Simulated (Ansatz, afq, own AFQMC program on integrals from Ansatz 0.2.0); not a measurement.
**Atomization energy of CHOP, singlet, worked out**

```xyz
4

O     0.0000    0.0189    1.7341
C     0.0000    0.0338    0.5856
P     0.0000   -0.0670   -1.0874
H     0.0000    1.3572   -1.0865
```

Connectivity, by distances: O–C–PH.

Basis cc-pVDZ. Noble-gas cores (and the filled d shells of Ga–Kr and In–Xe) are frozen. AFQMC by an in-house program on the Cholesky factors that Ansatz 0.2.0 writes for its CCSD(T) run. The CISD trial takes its coefficients from CCSD amplitudes. Released means that phaseless walkers are propagated on without the constraint, phases kept. Error bars are statistical, one sigma.

Total energies in eV. CBS is CCSD(T) at the limit of def2-TZVPP/QZVPP (extrapolated itself); the highest rung of each member is named.

```tsv
member	count	CCSD(T)/cc-pVDZ	highest rung in cc-pVDZ	which	CCSD(T)/CBS
O (triplet)	+1	-2038.4036	-2038.4088	FCI	-2040.9924
C (triplet)	+1	-1027.5122	-1027.5214	FCI	-1028.3149
P (quartet)	+1	-9273.4045	-9273.4147	FCI	-9274.5665
H (doublet)	+1	-13.5861	-13.5861	FCI	-13.6059
CHOP, singlet	-1	-12367.2077	-12367.2848	CCSDT(Q)	-12373.5587
```

Work out the best estimate of the atomization energy: the CCSD(T)/CBS difference plus the step from CCSD(T) to the highest rung.

Sums with the counts: CCSD(T)/CBS 16.0790 eV, highest rung 14.3538 eV, CCSD(T)/cc-pVDZ 14.3013 eV. The step is 14.3538 − 14.3013 = 0.0525 eV, so the best estimate is 16.0790 + (0.0525) = 16.1315 eV = 372.0 kcal/mol. The basis set is worth 1.778 eV of it. Zero-point, core-correlation and spin–orbit terms aren't in it. Past Ne the Hartree–Fock part of each CBS total tends to overshoot, since the cores don't follow the formula; that largely cancels in the difference.

Best estimates are given only where the step beyond CCSD(T) is under 0.3 eV and no member's determinant is very poor (T1 over 0.05, or 0.07 for open shells, ⟨S²⟩ too high by 0.3, two states mixed), so the hardest cases are missing from such tables.

CCSDT and higher add their correlation energy to the determinant of the CCSD(T) run, since their own runs factorise the integrals more tightly (a shift of under 2 meV). Each member of a difference takes its own highest rung, so a best estimate needn't equal the limit plus the step of one row.
